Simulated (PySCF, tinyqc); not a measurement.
Worked calculation: MP2 on RHF in the sto-6g basis, frozen core, for CH2, spin multiplicity 1. The lowest restricted solution is unstable here: a spin-polarised one lies 0.0330 hartree lower (PySCF). One step of it, computed by the program tinyqc.

Task: Iteration 1: building the Fock matrix. J_ij = sum D_kl (ij|kl), K_ij = sum D_kl (ik|jl); F = H + J - 0.5 K; E = tr D H + tr D J / 2 - 0.25 tr D K + E_nn.

D at the start, order 1C 1s, 1C 2s, 1C 2px, 1C 2py, 1C 2pz, 2H 1s, 3H 1s:
$$\begin{pmatrix}
2.062758 & -0.228143 & 0.000000 & -0.003066 & 0.137467 & -0.159961 & -0.164937 \\
-0.228143 & 1.030840 & 0.000000 & 0.014111 & -0.494567 & 0.365477 & 0.371684 \\
0.000000 & 0.000000 & 0.000000 & 0.000000 & 0.000000 & 0.000000 & 0.000000 \\
-0.003066 & 0.014111 & 0.000000 & 1.089301 & 0.005085 & 0.425058 & -0.418309 \\
0.137467 & -0.494567 & 0.000000 & 0.005085 & 1.780284 & 0.131056 & 0.133156 \\
-0.159961 & 0.365477 & 0.000000 & 0.425058 & 0.131056 & 0.354189 & 0.034031 \\
-0.164937 & 0.371684 & 0.000000 & -0.418309 & 0.133156 & 0.034031 & 0.367254
\end{pmatrix}$$

core Hamiltonian H = T + V (hartree), order 1C 1s, 1C 2s, 1C 2px, 1C 2py, 1C 2pz, 2H 1s, 3H 1s:
$$\begin{pmatrix}
-18.873815 & -4.338507 & 0.000000 & 0.000697 & -0.018567 & -1.019264 & -1.088609 \\
-4.338507 & -5.580467 & 0.000000 & 0.005147 & -0.183393 & -2.267896 & -2.365674 \\
0.000000 & 0.000000 & -4.514572 & 0.000000 & 0.000000 & 0.000000 & 0.000000 \\
0.000697 & 0.005147 & 0.000000 & -4.676772 & 0.002741 & -1.570391 & 1.619132 \\
-0.018567 & -0.183393 & 0.000000 & 0.002741 & -4.588908 & -1.107159 & -1.141442 \\
-1.019264 & -2.267896 & 0.000000 & -1.570391 & -1.107159 & -3.473445 & -0.689130 \\
-1.088609 & -2.365674 & 0.000000 & 1.619132 & -1.141442 & -0.689130 & -3.537626
\end{pmatrix}$$

Two-electron integrals (ij|kl) in chemists' order, unique and non-zero (hartree):
```
(11|11) 3.543743    (21|11) 0.529462    (21|21) 0.100317    (22|11) 0.853596
(22|21) 0.199930    (22|22) 0.624844    (31|31) 0.021271    (32|31) 0.031868
(32|32) 0.138108    (33|11) 0.853598    (33|21) 0.199930    (33|22) 0.624843
(33|33) 0.673218    (41|41) 0.021271    (42|41) 0.031868    (42|42) 0.138108
(43|43) 0.036281    (44|11) 0.853598    (44|21) 0.199930    (44|22) 0.624843
(44|33) 0.600655    (44|44) 0.673218    (51|51) 0.021271    (52|51) 0.031868
(52|52) 0.138108    (53|53) 0.036281    (54|54) 0.036281    (55|11) 0.853598
(55|21) 0.199930    (55|22) 0.624843    (55|33) 0.600655    (55|44) 0.600655
(55|55) 0.673218    (61|11) 0.130134    (61|21) 0.023727    (61|22) 0.046489
(61|33) 0.046313    (61|41) 0.001287    (61|42) 0.002487    (61|44) 0.046676
(61|51) 0.000871    (61|52) 0.001684    (61|54) 0.000245    (61|55) 0.046479
(61|61) 0.005771    (62|11) 0.303938    (62|21) 0.072203    (62|22) 0.247566
(62|33) 0.241765    (62|41) 0.006076    (62|42) 0.040132    (62|44) 0.253699
(62|51) 0.004112    (62|52) 0.027163    (62|54) 0.008078    (62|55) 0.247232
(62|61) 0.017611    (62|62) 0.128358    (63|31) 0.007837    (63|32) 0.039801
(63|43) 0.007881    (63|53) 0.005334    (63|63) 0.015869    (64|11) 0.214043
(64|21) 0.051573    (64|22) 0.187254    (64|33) 0.177887    (64|41) 0.011582
(64|42) 0.067804    (64|44) 0.202112    (64|51) 0.002535    (64|52) 0.018954
(64|54) 0.011062    (64|55) 0.181764    (64|61) 0.013204    (64|62) 0.115322
(64|64) 0.117564    (65|11) 0.144873    (65|21) 0.034907    (65|22) 0.126741
(65|33) 0.120401    (65|41) 0.002535    (65|42) 0.018954    (65|44) 0.126129
(65|51) 0.009553    (65|52) 0.052630    (65|54) 0.011758    (65|55) 0.133694
(65|61) 0.008937    (65|62) 0.078055    (65|64) 0.068831    (65|65) 0.062457
(66|11) 0.452855    (66|21) 0.109687    (66|22) 0.425975    (66|33) 0.403493
(66|41) 0.011745    (66|42) 0.102959    (66|44) 0.449748    (66|51) 0.007949
(66|52) 0.069687    (66|54) 0.031307    (66|55) 0.424683    (66|61) 0.027244
(66|62) 0.278488    (66|64) 0.276643    (66|65) 0.187243    (66|66) 0.774999
(71|11) 0.139089    (71|21) 0.025353    (71|22) 0.049653    (71|33) 0.049465
(71|41) -0.001374   (71|42) -0.002651   (71|44) 0.049852    (71|51) 0.000931
(71|52) 0.001795    (71|54) -0.000262   (71|55) 0.049642    (71|61) 0.005984
(71|62) 0.017633    (71|64) 0.011957    (71|65) 0.008953    (71|66) 0.026640
(71|71) 0.006589    (72|11) 0.318071    (72|21) 0.075523    (72|22) 0.258115
(72|33) 0.252136    (72|41) -0.006347   (72|42) -0.041540   (72|44) 0.264433
(72|51) 0.004298    (72|52) 0.028127    (72|54) -0.008326   (72|55) 0.257774
(72|61) 0.017269    (72|62) 0.097271    (72|64) 0.062663    (72|65) 0.057545
(72|66) 0.165717    (72|71) 0.019668    (72|72) 0.138283    (73|31) 0.008289
(73|32) 0.041829    (73|43) -0.008204   (73|53) 0.005555    (73|63) 0.011384
(73|73) 0.017329    (74|11) -0.221525   (74|21) -0.053360   (74|22) -0.193146
(74|33) -0.183457   (74|41) 0.012175    (74|42) 0.070591    (74|44) -0.208543
(74|51) -0.002631   (74|52) -0.019475   (74|54) 0.011431    (74|55) -0.187436
(74|61) -0.011568   (74|62) -0.061693   (74|64) -0.029570   (74|65) -0.035773
(74|66) -0.096577   (74|71) -0.014602   (74|72) -0.122977   (74|74) 0.124685
(75|11) 0.149996    (75|21) 0.036130    (75|22) 0.130780    (75|33) 0.124220
(75|41) -0.002631   (75|42) -0.019475   (75|44) 0.130096    (75|51) 0.010070
(75|52) 0.055015    (75|54) -0.012183   (75|55) 0.138024    (75|61) 0.008686
(75|62) 0.057137    (75|64) 0.036033    (75|65) 0.044453    (75|66) 0.103459
(75|71) 0.009887    (75|72) 0.083268    (75|74) -0.072691   (75|75) 0.066549
(76|11) 0.085131    (76|21) 0.020303    (76|22) 0.072309    (76|33) 0.070310
(76|41) 0.000015    (76|42) 0.000149    (76|44) 0.072300    (76|51) 0.001895
(76|52) 0.013359    (76|54) 0.000043    (76|55) 0.074318    (76|61) 0.004841
(76|62) 0.034196    (76|64) 0.026645    (76|65) 0.022804    (76|66) 0.070182
(76|71) 0.005167    (76|72) 0.035326    (76|74) -0.027094   (76|75) 0.023377
(76|76) 0.011100    (77|11) 0.463468    (77|21) 0.112204    (77|22) 0.433635
(77|33) 0.410677    (77|41) -0.012195   (77|42) -0.105214   (77|44) 0.457901
(77|51) 0.008257    (77|52) 0.071241    (77|54) -0.031975   (77|55) 0.432328
(77|61) 0.025508    (77|62) 0.161644    (77|64) 0.095635    (77|65) 0.101697
(77|66) 0.280538    (77|71) 0.029781    (77|72) 0.290665    (77|74) -0.286084
(77|75) 0.193709    (77|76) 0.070182    (77|77) 0.774999
```

nuclear repulsion = 5.88903127 hartree

Give: Coulomb J; exchange K; Fock matrix F; total energy of this density.

Result:

Coulomb J (hartree), order 1C 1s, 1C 2s, 1C 2px, 1C 2py, 1C 2pz, 2H 1s, 3H 1s:
$$\begin{pmatrix}
11.550 & 2.108 & 0.000 & 0.000 & -0.005 & 0.505 & 0.539 \\
2.108 & 5.152 & 0.000 & -0.002 & 0.024 & 2.041 & 2.130 \\
0.000 & 0.000 & 5.038 & 0.000 & 0.000 & 0.000 & 0.000 \\
0.000 & -0.002 & 0.000 & 5.213 & -0.001 & 1.549 & -1.599 \\
-0.005 & 0.024 & 0.000 & -0.001 & 5.205 & 1.056 & 1.091 \\
0.505 & 2.041 & 0.000 & 1.549 & 1.056 & 3.590 & 0.596 \\
0.539 & 2.130 & 0.000 & -1.599 & 1.091 & 0.596 & 3.653
\end{pmatrix}$$

exchange K (hartree), order 1C 1s, 1C 2s, 1C 2px, 1C 2py, 1C 2pz, 2H 1s, 3H 1s:
$$\begin{pmatrix}
7.189 & 1.177 & 0.000 & 0.000 & 0.010 & 0.293 & 0.313 \\
1.177 & 1.667 & 0.000 & -0.001 & -0.077 & 0.830 & 0.859 \\
0.000 & 0.000 & 0.360 & 0.000 & 0.000 & 0.000 & 0.000 \\
0.000 & -0.001 & 0.000 & 1.502 & -0.002 & 0.647 & -0.661 \\
0.010 & -0.077 & 0.000 & -0.002 & 1.624 & 0.401 & 0.412 \\
0.293 & 0.830 & 0.000 & 0.647 & 0.401 & 1.075 & 0.269 \\
0.313 & 0.859 & 0.000 & -0.661 & 0.412 & 0.269 & 1.115
\end{pmatrix}$$

Fock matrix F (hartree), order 1C 1s, 1C 2s, 1C 2px, 1C 2py, 1C 2pz, 2H 1s, 3H 1s:
$$\begin{pmatrix}
-10.918 & -2.819 & 0.000 & 0.001 & -0.028 & -0.661 & -0.706 \\
-2.819 & -1.262 & 0.000 & 0.004 & -0.121 & -0.641 & -0.665 \\
0.000 & 0.000 & 0.344 & 0.000 & 0.000 & 0.000 & 0.000 \\
0.001 & 0.004 & 0.000 & -0.214 & 0.003 & -0.345 & 0.350 \\
-0.028 & -0.121 & 0.000 & 0.003 & -0.196 & -0.252 & -0.257 \\
-0.661 & -0.641 & 0.000 & -0.345 & -0.252 & -0.421 & -0.227 \\
-0.706 & -0.665 & 0.000 & 0.350 & -0.257 & -0.227 & -0.443
\end{pmatrix}$$

total energy of this density = -38.58988 hartree
